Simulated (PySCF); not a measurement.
## AlO(OH) at several levels of theory

All levels use the PBE0 minimum (singlet; Al–O 1.595 Å, Al–O 1.666 Å, O–H 0.954 Å; Al–O–H 132.2°, O–Al–O 177.5°), basis [Al def2-TZVP, O def2-TZVP, H def2-TZVP], no relativity, density fitting, no spin–orbit coupling, PySCF. For vertical energies the ionised species is a doublet (spins chosen at PBE0 and kept) and the electron-attached one a doublet. Atomisation goes to high-spin ground-configuration atoms, without zero-point energy. Open shells are unrestricted, also as the reference of the correlated levels. A dash marks a value that was not computed or is not defined at that level.

```json
{"level": "PBE0", "atomisation (kJ/mol)": "1378", "vertical IP (eV)": "9.80", "vertical EA (eV)": "0.46", "−ε(HOMO) (eV)": "7.51", "gap (eV)": "5.22", "dipole (D)": "5.30"}
{"level": "HF", "atomisation (kJ/mol)": "838", "vertical IP (eV)": "7.77", "vertical EA (eV)": "-0.22", "−ε(HOMO) (eV)": "10.93", "gap (eV)": "11.51", "dipole (D)": "6.11"}
{"level": "MP2", "atomisation (kJ/mol)": "1472", "vertical IP (eV)": "10.24", "vertical EA (eV)": "0.12", "−ε(HOMO) (eV)": "–", "gap (eV)": "–", "dipole (D)": "–"}
{"level": "PBE", "atomisation (kJ/mol)": "1464", "vertical IP (eV)": "10.12", "vertical EA (eV)": "0.49", "−ε(HOMO) (eV)": "6.14", "gap (eV)": "3.00", "dipole (D)": "4.93"}
```

Without diffuse functions attachment energies tend to come out too low.
